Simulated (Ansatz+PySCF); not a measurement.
## singlet LiH: levels of theory in one basis

| atom | x (Å) | y (Å) | z (Å) |
| --- | --- | --- | --- |
| Li | 0.0000 | 0.0000 | -0.3795 |
| H | 0.0000 | 0.0000 | 1.1385 |

Basis set: 6-31G (spherical functions). All electrons are correlated. Charge 0, multiplicity 1.

Computed with Ansatz (development build ahead of 0.2.0); each method stands on the lowest determinant of its kind that the runs found.

```
                            method  E − E(RHF) (eV)  <S²> of the determinant
                               RHF             0.00                     0.00
                          RHF-CCSD            -0.51                        –
                       RHF-CCSD(T)            -0.51                        –
full CI (lowest root of this spin)            -0.51                        –
```

(1) What does RHF-MP2 give on the same scale?

(2) Is a single determinant a sound starting point here?

Answers

(1) -0.34 eV.

(2) By this sign, yes. Unrestricted orbitals gain 0.00 eV and <S²> is 0.00 against 0.00 for a pure state.
